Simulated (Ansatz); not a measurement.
Working through a ladder of basis sets of NP

Program: the Ansatz DFT code, driven from Python.

Contents of `np.xyz`:
```text
2

P     0.00000    0.00000    0.00000
N     0.00000    0.00000    1.72000
```

Run as a notebook:

```python
import warnings

import ansatz as az

LEVEL = "mp2"
```

```python
warnings.simplefilter("ignore", az.DeckWarning)
```

```python
molecule = az.Crystal.molecule_from_extxyz("np.xyz")
```

```python
calculation = molecule.calculation().correlation(LEVEL)
```

```python
energies = {}
for basis in ["aug-cc-pVDZ", "aug-cc-pVTZ"]:
    summary = calculation.basis(gaussian=basis).run().report
    size = summary["n_frozen"] + summary["n_occupied"][0] + summary["n_virtual"][0]
    energies[basis] = (summary["reference_energy_ev"] / 27.211386246, summary["free_energy_ev"] / 27.211386246)
    print(f"{basis:14s} {size:4d} orbitals  reference {energies[basis][0]:14.6f} Ha  total {energies[basis][1]:14.6f} Ha")
```

    aug-cc-pVDZ      50 orbitals  reference    -395.084640 Ha  total    -395.441838 Ha
    aug-cc-pVTZ      96 orbitals  reference    -395.104403 Ha  total    -395.512454 Ha

```python
# two-point extrapolation: the basis-set error of the correlation energy falls as X^-3
small, large = (energies[b][1] - energies[b][0] for b in ("aug-cc-pVDZ", "aug-cc-pVTZ"))
limit = (3 ** 3 * large - 2 ** 3 * small) / (3 ** 3 - 2 ** 3)
print(f"correlation energy: {small:.6f} and {large:.6f} Ha, extrapolated {limit:.6f} Ha")
print(f"share caught by the larger set: {100 * large / limit:.1f} %")
```

    correlation energy: -0.357198 and -0.408050 Ha, extrapolated -0.429462 Ha
    share caught by the larger set: 95.0 %

Against aug-cc-pVDZ: aug-cc-pVTZ -70.6 mHa. The last step alone is -70.62 mHa.

Reading the output:
- These settings explore the input space; basis and method may be short of convergence.
- The geometry is a force-field or estimated start, not a minimum of this method, and the last set is no limit. Much of the fall in a total is atomic energy, which cancels in bond and reaction energies.
- Inner cores stay frozen, so this is valence correlation.
- For Al to Cl the sets with a tight d function, cc-pV(X+d)Z, are usual.
- The spin state was assumed, and another may lie lower.
- An extrapolation from small basis sets is rough.
- Finished in 2 s on 1 thread of Arm Neoverse V2, on a shared host, peak memory 0.19 GiB.
